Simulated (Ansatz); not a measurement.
**CH4N2S: harmonic frequencies at the relaxed geometry**

Aim: harmonic frequencies at the relaxed geometry, for CH4N2S, run from a script. SMILES: NC(N)=S.

Program: the Python package of Ansatz 0.2.0. Level of theory: PBE0/cc-pVDZ. These are calculated values, not measurements.

## 1. The structure

Bond lengths: N1–C2 1.349 Å, C2–N3 1.349 Å, C2–S4 1.650 Å, N1–H5 1.011 Å, N1–H6 1.014 Å, N3–H7 1.011 Å, N3–H8 1.014 Å. Angles: N1–C2–N3 114.3°, N1–C2–S4 122.8°, N3–C2–S4 122.8°, C2–N1–H5 118.3°, C2–N1–H6 116.1°, H5–N1–H6 115.4°, C2–N3–H7 118.3°, C2–N3–H8 116.1°, H7–N3–H8 115.4°.

No structure file is read: the coordinates are typed or built in the script.

## 2. Script

Contents of run_freq.py:

```python
# -*- coding: utf-8 -*-
'''Harmonic frequencies of CH4N2S at its relaxed geometry.'''

import itertools

import ansatz as az
from ase import Atoms
from ase.data import atomic_numbers, covalent_radii
import numpy as np


def main():
    atoms = Atoms(['N', 'C', 'N', 'S', 'H', 'H', 'H', 'H'], positions=[
        (0.9804, -0.5012, -0.3928),
        (0.1041, 0.4298, 0.0365),
        (-1.1154, -0.0564, 0.3455),
        (0.4911, 2.0283, 0.1721),
        (0.8678, -1.4515, -0.0675),
        (1.9391, -0.1921, -0.5077),
        (-1.4344, -0.8887, -0.1311),
        (-1.8327, 0.6318, 0.545),
    ])
    geometry = az.Crystal.molecule_from_ase(atoms)

    job = (
        geometry.calculation()
        .basis(gaussian='cc-pVDZ')
        .functional('pbe0')
        .scf(lower_state_search='light')
    )
    symbols = [site.symbol for site in geometry.cartesian_sites]
    start = np.array([site.position_ang for site in geometry.cartesian_sites], dtype=float)
    report = job.relax(force_tolerance=0.003, max_steps=100).run(threads=1, pin='off').report
    end = np.array(report['positions_ang'])

    # pairs closer than 1.2 times the sum of covalent radii, before or after
    radius = [covalent_radii[atomic_numbers[s]] for s in symbols]
    span = lambda where, i, j: np.linalg.norm(where[i] - where[j])
    bonded = [(i, j) for i, j in itertools.combinations(range(len(symbols)), 2) if min(span(start, i, j), span(end, i, j)) < 1.2 * (radius[i] + radius[j])]
    print('pair        before    after (A)')
    for i, j in bonded:
        print(f'{symbols[i]}{i}-{symbols[j]}{j}'.ljust(10), f'{span(start, i, j):8.4f} {span(end, i, j):8.4f}')

    # same settings at the minimum
    minimum = az.Crystal.molecule()
    for symbol, place in zip(symbols, end):
        minimum = minimum.atom(symbol, place.tolist())
    vibrating = (
        minimum.calculation()
        .basis(gaussian='cc-pVDZ')
        .functional('pbe0')
        .scf(lower_state_search='light')
        .phonons(temperatures=(298.15, 498.15, 100))
    )
    vib = vibrating.run(threads=1, pin='off').report['vibrations']
    sums = vib['harmonic_sums']
    modes = [m['omega_inv_cm'] for m in sums['modes_at_gamma'] if m['rigid_motion'] == 'no']
    for number, w in enumerate(modes, start=1):
        print(f'mode {number:2d} {w:9.1f} 1/cm {w / 8065.544 * 1000:8.2f} meV')
    print('imaginary modes:', sum(w < 0 for w in modes), ' zero-point energy:', round(sums['zero_point_energy_ev'], 4), 'eV')
    print('T (K)   F_vib (eV)   S_vib (meV/K)   C_vib (meV/K)')
    for row in zip(sums['temperatures_k'], sums['vibrational_free_energy_ev'], vib['entropy_ev_per_k'], vib['heat_capacity_ev_per_k']):
        print(f'{row[0]:6.1f} {row[1]:11.4f} {1000 * row[2]:13.4f} {1000 * row[3]:15.4f}')

    # all hydrogen replaced by deuterium
    heavier = vibrating.phonons(masses={'H': 2.014102}).run(threads=1, pin='off').report['vibrations']['harmonic_sums']
    print('deuterated (1/cm):', ' '.join(f'{m["omega_inv_cm"]:.0f}' for m in heavier['modes_at_gamma'] if m['rigid_motion'] == 'no'))
    print('zero-point energy falls by', round(sums['zero_point_energy_ev'] - heavier['zero_point_energy_ev'], 4), 'eV')


if __name__ == '__main__':
    main()
```

## 3. The calls as engine input

The package turns the script's settings into the engine's input (first run):

```yaml
crystal:
  periodic: [false, false, false]
  atoms:
    - { symbol: "N", position_ang: [0.9804, -0.5012, -0.3928] }
    - { symbol: C, position_ang: [0.1041, 0.4298, 0.0365] }
    - { symbol: "N", position_ang: [-1.1154, -0.0564, 0.3455] }
    - { symbol: S, position_ang: [0.4911, 2.0283, 0.1721] }
    - { symbol: H, position_ang: [0.8678, -1.4515, -0.0675] }
    - { symbol: H, position_ang: [1.9391, -0.1921, -0.5077] }
    - { symbol: H, position_ang: [-1.4344, -0.8887, -0.1311] }
    - { symbol: H, position_ang: [-1.8327, 0.6318, 0.545] }
basis:
  gaussian:
    orbitals: cc-pVDZ
hamiltonian:
  xc: pbe0
scf:
  lower_state_search: light
relax:
  f_tol: 0.003
  max_steps: 100
```

## 4. Launch

On the command line:

```bash
> python run_freq.py
```

**Question.** What results will this script give? Wanted: highest frequency; imaginary modes; zero-point energy.

**Answer**, as computed:

| quantity | value |
| --- | --- |
| runs compared | 3 |
| highest frequency | 3716 cm⁻¹ |
| imaginary modes | 0 |
| zero-point energy | 1.677 eV |

**Reading.** The dearest, run 2, took some 4.4 times as long as run 1. Run 1: After 5 moves the largest shift is 0.054 Å. All frequencies are real, so the geometry is a minimum. The values are harmonic; measured fundamentals also hold anharmonic shifts, mostly downward for stretches. Reading the output:
- The frequencies are harmonic and unscaled, in a modest basis.
- The result belongs to the one conformer reached from this start, and soft torsions count as harmonic oscillators.
